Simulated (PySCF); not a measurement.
**Simulated absorption spectrum**

C3H4N2S.
Bonds: C1–C2, C2–C3 (aromatic), C3–N4 (aromatic), N4–N5 (aromatic), N5–S6 (aromatic), C2–S6 (aromatic). Hydrogens: H7, H8, H9 on C1; H10 on C3.

Level of theory: TDDFT B3LYP/def2-SVPD, vertical, gas phase, core orbitals frozen in the response in PySCF. Geometry: GFN2-xTB; no solvent, vibrations or thermal averaging.

Computed states:

| state | E (eV) | f |
| --- | --- | --- |
| S1 | 3.96 | 0.0016 |
| S2 | 5.27 | 0.0007 |
| S3 | 5.67 | 0.114 |
| S4 | 6.02 | 0.0001 |
| S5 | 6.17 | 0.0027 |
| S6 | 6.23 | 0.071 |
| S7 | 6.44 | 0.0000 |
| S8 | 6.47 | 0.0041 |

Each state is given a Gaussian of 0.3 eV full width at half maximum, with ε(max) = 2.175×10⁸ f / Δν̃ (Δν̃ the width in cm⁻¹). The width is an assumption, not a result. The curve ends short of the highest state used, and states not computed would add to its high-energy end.

**Question.** What does the envelope look like, and where are its maxima?

**Answer.** 
```tsv
λ (nm)	ε (L mol⁻¹ cm⁻¹)
211.1	2907
214.4	6806
217.7	10020
221.0	9295
224.3	5651
227.6	2350
230.9	721
234.2	205
237.5	82
240.8	44
244.2	21
247.5	8
250.8	2
254.1	1
257.4	0
260.7	0
264.0	0
267.3	0
270.6	0
273.9	0
277.2	0
280.5	0
283.9	1
287.2	3
290.5	8
293.8	17
297.1	35
300.4	59
303.7	89
307.0	117
310.3	136
313.6	142
316.9	133
320.2	113
323.6	86
326.9	61
330.2	39
333.5	24
336.8	13
340.1	7
343.4	3
346.7	2
350.0	1
353.3	0
```

Maxima: 313 nm (3.96 eV), ε about 140, made up of S1 (100%); 219 nm (5.67 eV), ε about 10000, made up of S3 (100%) (ε in L mol⁻¹ cm⁻¹; maxima over ε = 5, shares over 10%).

**Question.** Does any computed singlet lie in the visible range?

**Answer.** No computed singlet lies in the visible range (380 to 750 nm); the lowest, at 313 nm, stands 0.70 eV above its violet end (3.26 eV); a Tamm–Dancoff triplet lies at 380 nm, without intensity as long as spin–orbit coupling is left out.

**Question.** On this curve, what absorbance would a 10⁻⁴ mol/L sample give at 248 nm over a 1 cm path?

**Answer.** 248 nm is 4.999 eV, where ε is about 6.8 L mol⁻¹ cm⁻¹, so A = ε c l ≈ 0.00068 (Beer–Lambert, with the gas-phase spectrum and the assumed width).

**Question.** Coming from long wavelengths, where does ε first pass 100 L mol⁻¹ cm⁻¹?

**Answer.** At about 322 nm (3.85 eV), 0.11 eV below S1.
